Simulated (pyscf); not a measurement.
Optimised with ωB97X-D3(BJ)/def2-SVP in PySCF.

SMILES: C=[Si](Cl)Cl
```xyz
6

C      1.2991    -0.0738    -0.6183
Si     0.5353    -0.4151     0.8416
Cl     1.4838    -0.7644     2.6044
Cl    -1.4749    -0.5408     1.1104
H      2.3885    -0.0226    -0.6847
H      0.7209     0.1032    -1.5283
```
Charge 0, spin multiplicity 1.

Task: How much does it cost (ΔH, 298 K, ωB97M-D3(BJ)/def2-TZVP) to split `[CH2]=[Si]([Cl])[Cl]` at its Cl–Si bond into [H₂C=Si–Cl]• + Cl•?

Result: Cl–Si to [H₂C=Si–Cl]• + Cl•: 100.8 kcal/mol. The 7 functionals that were run give +98.3 (B3LYP-D3(BJ)) to +105.0 kcal/mol (ωB97X-D3(BJ)). The radicals are drawn with the spin at the cut bond; how far it spreads was not checked. Other isomers of [H₂C=Si–Cl]• were not searched in full and may lie lower. Left out: the spin-orbit lowering of Cl.
